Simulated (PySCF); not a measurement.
Species: C2H6NO, net charge 1, singlet state. It need not be the lowest isomer of its formula. 
Coordinates optimised at B3LYP-D3(BJ)/def2-TZVP (Ansatz):
```xyz
10

O      0.4419     1.3349     0.1297
C     -0.0543     0.2843     0.0324
N      1.0171    -0.9460    -0.1335
C     -1.4522    -0.1996     0.0242
H      0.8267    -1.7257     0.5005
H     -2.1189     0.6591     0.0517
H     -1.6477    -0.7992    -0.8680
H     -1.6313    -0.8303     0.8997
H      1.9458    -0.5647     0.0658
H      1.0102    -1.3043    -1.0924
```
Charge +1, spin multiplicity 1.

Dispersion corrections to the total energy (kcal/mol) from the dftd3 and dftd4 libraries through PySCF: D3(BJ) without and D4 with the three-body term, each with the damping fitted for the functional named.

```csv
functional,D3(BJ),D4
PBE0,-3.09,-2.26
TPSS,-4.57,[?]
HF,-31.03,-10.99
CAM-B3LYP,-2.59,-2.23
B3LYP,-6.19,[?]
revPBE,-9.93,-10.11
BLYP,[?],-6.27
```

Problem. What belongs in the gaps?

Solution. 
- TPSS, D4: -3.72
- B3LYP, D4: -4.37
- BLYP, D3(BJ): -7.65
